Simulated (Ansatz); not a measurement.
# CH7FN: the cost of one run

Program: Ansatz 0.2.0. Level of theory: UKS BHLYP/def2-SVP. These are calculated values, not measurements.

## Step 1: Starting point

Bond lengths: N1–H2 1.028 Å, N1–H3 1.029 Å, N1–H4 1.028 Å, N1–H5 1.026 Å, C6–F7 1.389 Å, C6–H8 1.090 Å, C6–H9 1.088 Å, C6–H10 1.088 Å. Angles: H2–N1–H3 107.8°, H2–N1–H4 108.2°, H2–N1–H5 110.9°, H3–N1–H4 108.1°, H3–N1–H5 110.9°, H4–N1–H5 110.7°, F7–C6–H8 107.7°, F7–C6–H9 107.5°, F7–C6–H10 107.6°, H8–C6–H9 111.3°, H8–C6–H10 111.3°, H9–C6–H10 111.2°.

Coordinates:

```xyz
10

N     0.0353   -0.0016   -1.9816
H    -0.6987   -0.6381   -1.6456
H     0.9043   -0.2301   -1.4799
H    -0.2332    0.9591   -1.7331
H     0.1627   -0.0920   -2.9952
C    -0.0375   -0.0003    2.0473
F     0.0218    0.0210    0.6596
H     0.4573    0.8987    2.4135
H     0.4757   -0.8993    2.3826
H    -1.0877   -0.0174    2.3323
```

## Step 2: Relaxing the start

input.yaml reads:

```yaml
crystal:
  periodic: [false, false, false]
  atoms:
    - { symbol: "N", position_ang: [0.0353, -0.0016, -1.9816] }
    - { symbol: H, position_ang: [-0.6987, -0.6381, -1.6456] }
    - { symbol: H, position_ang: [0.9043, -0.2301, -1.4799] }
    - { symbol: H, position_ang: [-0.2332, 0.9591, -1.7331] }
    - { symbol: H, position_ang: [0.1627, -0.092, -2.9952] }
    - { symbol: C, position_ang: [-0.0375, -0.0003, 2.0473] }
    - { symbol: F, position_ang: [0.0218, 0.021, 0.6596] }
    - { symbol: H, position_ang: [0.4573, 0.8987, 2.4135] }
    - { symbol: H, position_ang: [0.4757, -0.8993, 2.3826] }
    - { symbol: H, position_ang: [-1.0877, -0.0174, 2.3323] }
total_charge: 1
magnetization:
  spin_polarized: true
basis:
  gaussian: { orbitals: def2-SVP }
hamiltonian:
  xc: { name: BHLYP }
relax:
  f_tol: 0.02
  max_steps: 40
```

Run with:

```console
$ ansatz run input.yaml --threads 2 --pin off --max-ram 3072MiB --backend cpu --events-out ev --progress --plain --runs-dir out
```

What time and memory should one allow on 2 threads of Arm Neoverse N1, shared host?

About 57 s, with a peak of 0.19 GiB.
